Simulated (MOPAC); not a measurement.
MOPAC input (PM7):

```
PM7 PRECISE GNORM=0.05 LET XYZ CHARGE=-1 GEO-OK AUX(PRECISION=9) THREADS=1
C3H5O

O     0.67531939 1    0.08570826 1    1.21578690 1
C     0.06089834 1    0.12797473 1    0.10750752 1
C    -0.32763936 1    1.24106744 1   -0.61255944 1
C    -0.29036899 1   -1.24656785 1   -0.50134071 1
H    -0.90767409 1   -1.80678104 1    0.20937975 1
H    -0.85220183 1    1.15134108 1   -1.55652673 1
H    -0.11097141 1    2.23680331 1   -0.23962904 1
H     0.63084779 1   -1.82189023 1   -0.64414044 1
H    -0.81989546 1   -1.17998507 1   -1.45702293 1
```

Problem. What heat of formation does the run end on?

Solution. -60.58 kcal/mol.
